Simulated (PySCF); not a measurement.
Molecule: SMILES C1CC1, C3H6.

Numbering as in the mapped SMILES `[CH2:1]1[CH2:2][CH2:3]1`. Each H is labelled by its parent atom.

Spin–spin couplings on one PBE0-D3(BJ)/def2-SVP geometry, PySCF 2.14.0 with density-fitted response routines, gas phase, non-relativistic, equivalent pairs averaged; isotopes 1H; functional B3LYP.

Reference values (Hz): 3J(H(C3),H(C1)) = 9.0 (measured; solution (compiled); Pretsch, Buehlmann, Badertscher, Structure Determination of Organic Compounds, 4th ed., Springer 2009); 3J(H(C3),H(C1)) = 5.6 (measured; solution (compiled); Pretsch, Buehlmann, Badertscher, Structure Determination of Organic Compounds, 4th ed., Springer 2009); 2J(H(C1),H(C1)) = -4.3 (measured; solution (compiled); Pretsch, Buehlmann, Badertscher, Structure Determination of Organic Compounds, 4th ed., Springer 2009).

Task: How do the couplings (Hz) change with the basis set? Times are CPU seconds on shared hosts with different chips, so compare them loosely. Far from the basis limit: 6-31G*, pcJ-0, 6-31G-J, def2-TZVP, cc-pVTZ.

Result: 
```
    basis set  functions  3J(H(C3),H(C1))  3J(H(C3),H(C1))  2J(H(C1),H(C1))  mean abs. error  core-s
       6-31G*         54              8.7              4.0             -7.2              1.6     2.8
        pcJ-0         57              9.0              5.2             -5.7              0.6     2.9
      6-31G-J         60             10.5              5.0             -8.1              2.0     3.1
    def2-TZVP        129              8.6              4.8             -3.8              0.6     7.2
        pcJ-1        141             10.3              6.2             -5.1              0.9     5.8
      cc-pVTZ        174              8.5              4.9             -3.7              0.6      10
aug-cc-pVTZ-J        258             10.8              6.3             -5.1              1.1      19
        pcJ-2        297             10.7              6.3             -4.9              1.0      25
```

Errors compare magnitudes, without vibrational corrections, and the largest couplings weigh most in the mean. Closest: cc-pVTZ and def2-TZVP, practically level; furthest: 6-31G-J.

The Fermi-contact term samples the wavefunction at the nucleus, which is why sets with added tight s functions (names with J) are made for couplings. Agreement of an ordinary basis with the reference is then largely a cancellation of errors.
